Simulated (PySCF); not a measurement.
Species: C3H6OS.
Atom-mapped SMILES: `[CH3:1][O:2][C:3]([CH3:4])=[S:5]`

Computed with delta-SCF UKS SCAN, pcX-2 on the ionised atom, pcseg-1 elsewhere, spin-free X2C (PySCF 2.14.0). These are vertical core ionisation energies against the vacuum level, from separate self-consistent calculations with and without the core hole.

Some binding energies are withheld.

```csv
atom(s),bonded to,level,binding energy (eV)
C1,O and 3 H,C 1s,?
C3,"O, S (double bond) and C",C 1s,?
C4,C and 3 H,C 1s,291.49
O2,2 C,O 1s,539.56
S5,C (double bond),S 1s,2475.80
```

What is the C 1s binding energy of C1?

292.97 eV (methoxy carbon). The other listed C 1s value is that of C4; the shift against it is +1.48 eV.

Fill in C 1s for C3.

293.40 eV (thiocarbonyl carbon). The other listed C 1s value is that of C4; the shift against it is +1.91 eV.

Lowest listed C 1s: C4, bonded to C and 3 H. Highest, 1.91 eV above it: C3, bonded to O, S (double bond) and C. The widest gap between neighbouring values is 1.48 eV, between 291.49 and 292.97 eV. Summing the Pauling electronegativity differences to the bonded atoms, each weighted by its formal bond order, gives -1.05 for the lowest site and +0.95 for the highest; no listed site has a larger sum than the highest.

Which effective nuclear charge Zeff reproduces each element's mean 1s value in the hydrogen-like formula E = 13.606 eV × Zeff²?

C (Z = 6): mean 292.6 eV, Zeff = 4.64, Z − Zeff = 1.36; O (Z = 8): mean 539.6 eV, Zeff = 6.30, Z − Zeff = 1.70; S (Z = 16): mean 2475.8 eV, Zeff = 13.49, Z − Zeff = 2.51. Means run over the listed sites, weighted by atom count.

Not every level is listed. Spin contamination (⟨S²⟩ against 0.75 for a pure doublet) is marked for C 1s of C3 (0.93), which makes this value less certain. The structure is a single PBE0-D3(BJ)/def2-SVP conformer in the gas phase; no vibrational or solvent corrections.

The values belong to the conformer `[CH3:1][O:2][C:3]([CH3:4])=[S:5]`: C1–O2–C3–C4 1°.
